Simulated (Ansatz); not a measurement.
Structure optimisation: iron, bcc

Theory: Ansatz 0.2.0, DFT, RPBE, plane waves (420 eV) with PAW, scalar-relativistic. (PAW data from PBE, frozen cores regenerated.)

k-point mesh 15×15×15, Fermi-Dirac smearing 0.05 eV, starting moments 2.50 μB. Cell and atoms relax.

Starting structure:

```xyz
1
Lattice="-1.4332 1.4332 1.4332 1.4332 -1.4332 1.4332 1.4332 1.4332 -1.4332" Properties=species:S:1:pos:R:3 pbc="T T T"
Fe    0.0000    0.0000    0.0000
```

Task: The pressure at the start is -1.1 GPa. By how much does the volume change?

Result: From 11.78 to 11.71 Å³ per atom, -0.6 %. The final cell has a = 2.861 Å.

Task: How much energy does the relaxation gain?

Result: 0.2 meV per atom.

Task: Which magnetic state does it end in?

Result: ferromagnetic, net 2.22 μB per atom; moments 2.29 μB.
